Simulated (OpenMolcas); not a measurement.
# H2O (water): levels of theory compared

Aim: a comparison of 6 runs (B3LYP/3-21G, M06-2X/3-21G, PBE0/3-21G, SVWN5/3-21G, ACPF/3-21G, CCSD(T)/3-21G) of H2O (water). 

Program for the calculation: OpenMolcas 26.06.

### Step 1. The system as given

H2O: 3 atoms, total charge 0, spin state singlet. SMILES: `O`. The O1–H2 distance was set to 1.439 Å, away from the relaxed value. At this shape a bond of the SMILES string is far longer than usual.

Bond lengths: O1–H3 0.960 Å. A long bond or contact: O1–H2 1.439 Å.

### Step 2. The energy at B3LYP/3-21G (run 1)

The input, job.inp:

```
>>> EXPORT MOLCAS_PRINT=2

&gateway
 baslib=$CurrDir
 basisset
 O.3-21G....
 O1 -0.687267 0.026115 -0.368531 angstrom
 End of Basis
 basisset
 H.3-21G....
 H2 0.466500 0.548400 0.315300 angstrom
 H3 -0.548367 -0.922685 -0.402631 angstrom
 End of Basis

&seward
 gridinput
 Grid=UltraFine
 End of Grid

&scf
 ksdft=B3LYP
 thresholds=1e-10 1e-07 1e-07 1e-05
 prorbitals=1 1
```

The basis set 3-21G is read from a file made from the Basis Set Exchange's data (not shown).

Command:

```sh
export MOLCAS_MEM=1860
pymolcas job.inp > job.log
```

The program printed:

```text
--- Start Module: gateway ---
[...]
--- Stop Module: gateway /rc=_RC_ALL_IS_WELL_ ---
--- Start Module: seward ---
[...]
      Basis functions           13
--- Stop Module: seward /rc=_RC_ALL_IS_WELL_ ---
--- Start Module: scf ---
[...]
       Convergence after  11 Iterations
[...]
::    Total KS-DFT energy                             -75.9034178937
[...]
      Total spin, S                                     0.0000000000
[...]
      Total electronic charge=   10.000000
      Total            charge=   -0.000000
[...]
      Dipole Moment (debye):
      Origin of the operator (angstrom)=   -0.6149    0.0022   -0.3322
                   X=  1.4588E+00               Y= -1.2419E+00               Z=  6.4571E-01           Total=  2.0217E+00
      Quadrupole Moment (debye*angstrom):
[...]
--- Stop Module: scf /rc=_RC_ALL_IS_WELL_ ---
[...]
```

Wall time 3.3 s (1 thread of Arm Neoverse V1, shared host); peak memory 0.37 GiB.

### Step 3. A single-point energy at M06-2X/3-21G (run 2)

The input, job.input:

```
>>> EXPORT MOLCAS_PRINT=2

&gateway
  baslib=$CurrDir
  basisset
  O.3-21G....
  O1 -0.687267 0.026115 -0.368531 angstrom
  End of Basis
  basisset
  H.3-21G....
  H2 0.466500 0.548400 0.315300 angstrom
  H3 -0.548367 -0.922685 -0.402631 angstrom
  End of Basis

&seward
  gridinput
  Grid=UltraFine
  End of Grid

&scf
  ksdft=M062X
  thresholds=1e-10 1e-07 1e-07 1e-05
  prorbitals=1 1
```

The basis set 3-21G is read from a file made from the Basis Set Exchange's data (not shown).

Command:

```sh
export MOLCAS_MEM=1860
pymolcas job.input > job.log
```

The program printed:

```text
--- Start Module: gateway ---
[...]
--- Stop Module: gateway /rc=_RC_ALL_IS_WELL_ ---
--- Start Module: seward ---
[...]
      Basis functions           13
--- Stop Module: seward /rc=_RC_ALL_IS_WELL_ ---
--- Start Module: scf ---
[...]
       Convergence after  10 Iterations
[...]
::    Total KS-DFT energy                             -75.8622234426
[...]
      Total spin, S                                     0.0000000000
[...]
      Total electronic charge=   10.000000
      Total            charge=   -0.000000
[...]
      Dipole Moment (debye):
      Origin of the operator (angstrom)=   -0.6149    0.0022   -0.3322
                   X=  1.6231E+00               Y= -1.2514E+00               Z=  7.3342E-01           Total=  2.1768E+00
      Quadrupole Moment (debye*angstrom):
[...]
--- Stop Module: scf /rc=_RC_ALL_IS_WELL_ ---
[...]
```

It took 3.3 s on 1 thread of Arm Neoverse V1, shared host; peak memory 0.37 GiB.

Runs 3 to 4 aren't shown in full; the table further down has their settings and results.

### Step 4. The energy at ACPF/3-21G (run 5)

The input, job.inp:

```
* H2O ACPF

&GATEWAY
 BASLIB=$CurrDir
 BASISSET
 O.3-21G....
 O1 -0.687267 0.026115 -0.368531 angstrom
 End of Basis
 BASISSET
 H.3-21G....
 H2 0.466500 0.548400 0.315300 angstrom
 H3 -0.548367 -0.922685 -0.402631 angstrom
 End of Basis

&SEWARD

&SCF
 THRESHOLDS=1e-10 1e-07 1e-07 1e-05
 PRORBITALS=1 1

&MOTRA
 FROZEN=1

&GUGA
 ELECTRONS=8
 SPIN=1
 INACTIVE=4
 ACTIVE=0
 CIALL=1

&CPF
 ACPF
```

The basis set 3-21G is read from a file made from the Basis Set Exchange's data (not shown).

Command:

```sh
export MOLCAS_MEM=1860
pymolcas job.inp > job.log
```

The program printed:

```text
--- Start Module: gateway ---
[...]
--- Stop Module: gateway /rc=_RC_ALL_IS_WELL_ ---
[...]
      Basis functions           13
[...]
       Convergence after  12 Iterations
[...]
::    Total SCF energy                                -75.4939162713
[...]
      Total spin, S                                     0.0000000000
[...]
      *** WARNING: Default frozen orbitals is overwritten by user input.
      *** Default values:   1
[...]
--- Start Module: guga ---
[...]
--- Stop Module: guga /rc=_RC_ALL_IS_WELL_ ---
--- Start Module: cpf ---
[...]
      Active orbitals                            0       0
[...]
      Spin quantum number                      0.0
[...]
     FINAL ACPF ENERGY         -75.64982618
     FINAL CORRELATION ENERGY   -0.15590991  REFERENCE ENERGY     -75.49391627
[...]
      Title:  ACPF natural orbitals
[...]
      Total electronic charge=   10.000000
      Total            charge=   -0.000000
[...]
      Dipole Moment (debye):
      Origin of the operator (angstrom)=   -0.6149    0.0022   -0.3322
                   X=  1.2805E+00               Y= -1.3772E+00               Z=  5.3374E-01           Total=  1.9548E+00
      Quadrupole Moment (debye*angstrom):
[...]
--- Stop Module: cpf /rc=_RC_ALL_IS_WELL_ ---
[...]
```

Run time: 1.8 s. Hardware: 1 thread of Arm Neoverse V1, shared host; peak memory 0.37 GiB.

### Step 5. A single-point energy at CCSD(T)/3-21G (run 6)

job.inp, as its differences from that of step 4:

```diff
@@ -1,2 +1,2 @@
-* H2O ACPF
+>>> EXPORT MOLCAS_PRINT=2
 
@@ -20,13 +20,20 @@
 
+&RASSCF
+ FILEORB=$Project.ScfOrb
+ SPIN=1
+ NACTEL=0 0 0
+ INACTIVE=5
+ RAS2=0
+ OUTORBITALS=Canonical
+ ORBLISTING=Nothing
+
 &MOTRA
+ JOBIPH
  FROZEN=1
 
-&GUGA
- ELECTRONS=8
- SPIN=1
- INACTIVE=4
- ACTIVE=0
- CIALL=1
-
-&CPF
- ACPF
+&CCSDT
+ CCT
+ TRIPLES=2
+ ITERATIONS=80
+ ACCURACY=1e-08
+ EXTRAPOLATION=5 4
```

The basis set 3-21G is read from a file made from the Basis Set Exchange's data (not shown).

Command:

```sh
export MOLCAS_MEM=1860
pymolcas job.inp > job.log
```

The program printed:

```text
--- Start Module: gateway ---
[...]
--- Stop Module: gateway /rc=_RC_ALL_IS_WELL_ ---
[...]
      Basis functions           13
[...]
       Convergence after  12 Iterations
[...]
::    Total SCF energy                                -75.4939162713
[...]
      Total spin, S                                     0.0000000000
[...]
      Number of active orbitals                  0
[...]
      Spin quantum number                      0.0
[...]
      Active orbitals                            0
[...]
      Number of CSFs                             1
[...]
      Number of root(s) required                 1
[...]
      Convergence after  4 iterations
[...]
      Natural orbitals and occupation numbers for root  1
      ************************************************************************************************************************
      *                                                    Final results                                                     *
      ************************************************************************************************************************
[...]
::    RASSCF root number  1 Total energy:    -75.49391627
[...]
      Total electronic charge=   10.000000
      Total            charge=   -0.000000
[...]
      Dipole Moment (debye):
      Origin of the operator (angstrom)=   -0.6149    0.0022   -0.3322
                   X=  1.6845E+00               Y= -1.3391E+00               Z=  7.5654E-01           Total=  2.2810E+00
      Quadrupole Moment (debye*angstrom):
[...]
--- Start Module: motra ---
[...]
      *** WARNING: Default frozen orbitals is overwritten by user input.
      *** Default values:   1
[...]
--- Stop Module: motra /rc=_RC_ALL_IS_WELL_ ---
--- Start Module: ccsdt ---
[...]
      Convergence after                    16  Iterations
      Total energy (diff) :     -75.64835121       0.00000000
[...]
 METHOD                       : CCSD+T(CCSD)+<T3(1)WT1> = CCSD(T)
[...]
       CCSD     =       -75.6483512141515
[...]
--- Stop Module: ccsdt /rc=_RC_ALL_IS_WELL_ ---
[...]
```

Wall time 2.3 s (1 thread of Arm Neoverse V1, shared host); peak memory 0.37 GiB.

### Step 6. All runs side by side

```tsv
run	level	integration grid	frozen core orbitals	energy (Eh)	dipole moment (D) of the reference	HOMO energy (eV)	LUMO energy (eV)	wall time
1	B3LYP/3-21G	UltraFine	–	-75.903418	2.02	-6.98	-0.98	3.3 s
2	M06-2X/3-21G	UltraFine	–	-75.862223	2.18	-9.41	0.52	3.3 s
3	PBE0/3-21G	UltraFine	–	-75.818123	2.10	-7.35	-0.65	2.9 s
4	SVWN5/3-21G	UltraFine	–	-75.343672	2.08	-5.02	-1.81	2.6 s
5	ACPF/3-21G	–	1	-75.649826	2.28	-13.08	3.59	1.8 s
6	CCSD(T)/3-21G	–	1	-75.651334	2.28	-13.08	3.59	2.3 s
```

### Step 7. Results

| quantity | value |
| --- | --- |
| run 6: total energy | -75.65133 Eh |
| run 6: dipole moment (mean-field density) | 2.28 D |
| run 6: HOMO energy (Hartree–Fock orbitals) | -13.08 eV |
| run 6: LUMO energy (Hartree–Fock orbitals) | 3.59 eV |
| run 6: HOMO–LUMO gap (Hartree–Fock orbitals) | 16.67 eV |
| run 6: correlation energy (1 core orbital frozen) | -157.4 mEh |
| run 6: (T) correction | -2.98 mEh |

Over runs 1, 2, 3, 4 the dipole moment (its size) runs from 2.02 D (B3LYP/3-21G) to 2.18 D (M06-2X/3-21G). Over runs 1, 2, 3, 4 the HOMO–LUMO gap runs from 3.21 eV (SVWN5/3-21G) to 9.93 eV (M06-2X/3-21G). Totals of different functionals can't be ranked against each other. All runs together took 16 s, the longest 3.3 s.
